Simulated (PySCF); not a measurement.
SiS₂ (singlet). All numbers come from PySCF, PBE0, basis Si def2-TZVP, S def2-TZVP (no relativity, density fitting).

Harmonic bands of its minimum:

```
ω (cm⁻¹)  IR (km/mol, summed over degenerate members)  degeneracy
     193                                         17.5           2
     528                                          0.0           1
     942                                          169           1
```

The central atom is Si. Infer the point group and assign the bands.

D∞h. The modes span πu + σg+ + σu+: 193 πu, 528 σg+, 942 σu+. The computed geometry has Si–S 1.918 Å (×2); S–Si–S 180.0°.
